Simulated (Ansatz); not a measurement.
```xyz
8

C    -0.9312   -0.0839    0.0000
O    -0.7110   -1.2782    0.0000
O     0.0000    0.8868    0.0000
H    -1.9284    0.3746    0.0000
C     1.3569    0.3973    0.0000
H     1.9801    1.2882    0.0000
H     1.5411   -0.2062    0.8894
H     1.5411   -0.2062   -0.8894
```

Basis set: cc-pVDZ (spherical functions). Left uncorrelated: 4 orbitals. Charge 0, multiplicity 1.

Computed with Ansatz (development build ahead of 0.2.0); the reference of a correlated method needn't be the lowest determinant of its kind. Restricted open shells among the atoms or ions are ROHF, correlated in semicanonical orbitals with singles.

Problem. Give the atomization energy at this shape (free ground-state atoms in the same class of orbitals less the molecule, no zero-point energy) of singlet C₂H₄O₂ by RHF-CCSD(T), RHF-MP2.

Solution.

```csv
method,atomization energy
RHF-CCSD(T),723.96 kcal/mol
RHF-MP2,742.21 kcal/mol
```
